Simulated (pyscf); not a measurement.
# Four-centre exchange: HO–Nb(Cl)(Cl)(Cl)–Cl + H₂O -> HO–Nb(OH)(Cl)(Cl)–Cl + HCl

Gas phase, singlet surface, charge 0. Bonds broken: Nb2–Cl3, O8–H9. Bonds formed: Nb2–O8, Cl3–H9. Structures and frequencies: ωB97X-D3(BJ)/def2-SVP in PySCF.

Transition state (Å):

```xyz
10

O      0.9080     0.0436     0.7605
Nb    -0.8756     0.2843     0.4035
Cl    -0.4547    -2.1945    -0.7935
Cl    -2.9800     0.1828    -0.6244
Cl    -1.6478    -0.9090     2.1897
Cl    -1.0802     2.4233     1.0886
H      1.7574    -0.3600     0.5475
O     -0.2609     0.4015    -1.5341
H     -0.2147    -1.0002    -1.5305
H     -0.9709     0.6501    -2.1453
```

One imaginary mode, 582i cm⁻¹; descent along it reached the two sides named, in the forms told below.

```csv
bond,change,reactant side (Å),saddle,product side
Nb2–Cl3,breaks,2.341,2.8,3.0
O8–H9,breaks,0.970,1.402,2.539
Nb2–O8,forms,2.331,2.036,1.892
Cl3–H9,forms,2.7,1.424,1.288
```

Electronic energies relative to the separated reactants (kJ/mol):

| level | barrier | reaction energy | reverse barrier |
|---|---|---|---|
| ωB97X-D3(BJ)/def2-TZVP | 5.5 | +2.5 | 3.0 |
| PBE/def2-TZVP | 5.4 | -5.7 | 11.1 |
| r²SCAN/def2-TZVP | -2.9 | -7.4 | 4.5 |
| B3LYP-D3(BJ)/def2-TZVP | 7.9 | -3.4 | 11.3 |
| PBE0-D3(BJ)/def2-TZVP | 4.6 | -0.5 | 5.1 |
| M06-2X/def2-TZVP | 5.0 | -5.4 | 10.4 |
| ωB97M-D3(BJ)/def2-TZVP | 7.7 | -10.7 | 18.4 |
| HF/def2-TZVP | 68.8 | -10.1 | 79.0 |

With ωB97M-D3(BJ)/def2-TZVP energies and thermal terms (ideal gas, 1 atm, RRHO with modes under 100 cm⁻¹ raised to 100, one conformer, R ln 2 for chiral ones without a mode under 150 cm⁻¹), in kJ/mol:

```
T (K)   ΔH‡    ΔG‡     ΔH     ΔG
-----  ----  -----  -----  -----
298    -1.2   44.3  -17.0  -16.0
600    -0.6   90.6  -15.8  -15.4
900     2.5  135.5  -13.9  -15.5
1200    6.3  179.3  -12.0  -16.4
```

On the reactant side the descent ends in an adduct with a Nb–O contact, 84.2 kJ/mol under the separated species and 89.7 kJ/mol under the saddle at ωB97X-D3(BJ)/def2-TZVP. On the product side the descent ends in an adduct with a Cl–Nb contact, 17.1 kJ/mol under the separated species and 20.1 kJ/mol under the saddle at ωB97X-D3(BJ)/def2-TZVP. At r²SCAN the saddle lies under the separated reactants, which points to a path from their complex (located at ωB97X-D3(BJ) alone). What is counted as formed (Nb–O) is already present as a longer contact in the reactant adduct; forming that adduct is a step of its own. What is counted as broken (Cl–Nb) persists as a longer contact in the product adduct; parting that adduct is a step of its own. This is the saddle that the search found; another between the same sides may lie lower. Elements past Kr carry the def2 core potentials, without spin-orbit coupling.
